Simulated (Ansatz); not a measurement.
Geometry optimisation, RKS PBE-D4/6-31G* (Ansatz).

The input (input.yaml):

```yaml
crystal:
  periodic: [false, false, false]
  atoms:
    - { symbol: B, position_ang: [-0.005383, 0.103862, 0.225594] }
    - { symbol: Cl, position_ang: [-0.076815, 0.968058, 1.832703] }
    - { symbol: H, position_ang: [1.077215, -0.017923, -0.272596] }
    - { symbol: H, position_ang: [-1.055068, -0.119499, -0.31357] }
    - { symbol: P, position_ang: [0.178155, -2.908709, 0.986722] }
    - { symbol: H, position_ang: [-0.583757, -2.700649, -0.218897] }
    - { symbol: H, position_ang: [1.429741, -2.578769, 0.363738] }
    - { symbol: H, position_ang: [-0.048886, -1.582671, 1.472707] }
basis:
  gaussian: { orbitals: "6-31G*" }
hamiltonian:
  xc: pbe
  dispersion: d4
relax:
  f_tol: 0.03
  max_steps: 50
```

Launched with:

```bash
$ ansatz run input.yaml --threads 1 --pin off --max-ram 2048MiB --backend cpu --events-out ev --progress --plain --runs-dir out
```

Problem. Where does it end, and by what steps?

Solution. The run converged. The force dipped under the threshold on the way, but the program's further checks kept it going. After 20 steps the energy has fallen by 0.086 eV; H8 moved furthest, 0.70 Å.

| step | energy less start (eV) | largest force component (eV/Å) | accepted |
| --- | --- | --- | --- |
| 0 | 0.0000 | 0.875 | yes |
| 1 | -0.0494 | 0.685 | yes |
| 2 | -0.0603 | 0.521 | yes |
| 3 | -0.0665 | 0.494 | yes |
| 4 | -0.0730 | 0.213 | yes |
| 5 | -0.0783 | 0.112 | yes |
| 6 | -0.0800 | 0.020 | yes |
| 7 | -0.0809 | 0.079 | yes |
| 8 | -0.0814 | 0.058 | yes |
| 9 | -0.0822 | 0.007 | yes |
| 10 | -0.0761 | 0.337 | no |
| 11 | -0.0825 | 0.086 | yes |
| 12 | -0.0831 | 0.110 | yes |
| 13 | -0.0834 | 0.048 | yes |
| 14 | -0.0841 | 0.009 | yes |
| 15 | -0.0814 | 0.344 | no |
| 16 | -0.0851 | 0.086 | yes |
| 17 | -0.0851 | 0.189 | no |
| 18 | -0.0858 | 0.045 | yes |
| 19 | -0.0813 | 0.241 | no |
| 20 | -0.0862 | 0.024 | yes |

```xyz
8
Properties=species:S:1:pos:R:3
B 0.032 0.267 0.141
Cl 0.098 1.039 1.716
H 1.062 0.130 -0.460
H -1.046 -0.035 -0.293
P 0.264 -3.127 0.884
H -0.550 -2.687 -0.213
H 1.354 -2.266 0.518
H -0.298 -2.159 1.784
```

Whether the end is a true minimum wasn't checked by a vibrational analysis.

Time of the run: 41 s on 1 thread of Arm Neoverse V1 (shared host), peak memory 0.12 GiB.
